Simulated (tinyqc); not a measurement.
Ways to converge the cycle: SCF convergence aids in the sto-6g basis, for BH2+, spin multiplicity 1. Computed by the program tinyqc with PySCF. 

Geometry (angstrom):
```
atom       x        y       z
B     0.0000   0.0000  0.0000
H     0.0000   1.0340  0.4700
H     0.0000  -1.0340  0.4700
```

lowest restricted solution found by these runs and by PySCF = -25.391314 hartree

RHF with one setting changed at a time; a run stops when the energy changes by less than 1e-09 hartree and the error matrix is below 1e-5. The start is the core Hamiltonian. Damping d keeps d of the old density; a shift (hartree) raises the virtual levels; DIIS n extrapolates F over n matrices.

Largest element of the error matrix X^T (FDS - SDF) X:
```
iteration    plain  damping 0.3  damping 0.6  shift 0.4   DIIS 3   DIIS 8
1          6.3e-01      6.3e-01      6.3e-01    6.3e-01  6.3e-01  6.3e-01
2          7.4e-02      2.5e-01      4.2e-01    2.5e-01  7.4e-02  7.4e-02
3          2.7e-02      9.5e-02      2.8e-01    7.9e-02  2.1e-02  2.1e-02
4          9.4e-03      3.7e-02      1.8e-01    3.4e-02  3.7e-03  3.7e-03
5          3.3e-03      1.9e-02      1.2e-01    2.0e-02  3.1e-04  2.7e-04
6          1.2e-03      1.1e-02      7.6e-02    1.1e-02  3.6e-05  1.5e-05
8          1.5e-04      3.2e-03      3.2e-02    3.6e-03  5.2e-07        -
10         2.0e-05      9.5e-04      1.5e-02    1.2e-03        -        -
14               -      8.6e-05      4.4e-03    1.2e-04        -        -
20               -      2.5e-06      7.3e-04          -        -        -
30               -            -      3.7e-05          -        -        -
```

How each run ends:
```
run          iterations  E (hartree)         state
plain                12    -25.39131  lowest found
damping 0.3          20    -25.39131  lowest found
damping 0.6          42    -25.39131  lowest found
shift 0.4            19    -25.39131  lowest found
DIIS 3                8    -25.39131  lowest found
DIIS 8                7    -25.39131  lowest found
```

6 of 6 runs reach the lowest restricted solution found, in 7 to 42 iterations (fastest: DIIS 8). Plain steps already contract here, so damping only slows them. DIIS 3 and DIIS 8 gain by cancelling the error over several earlier matrices, much as a quasi-Newton step does.
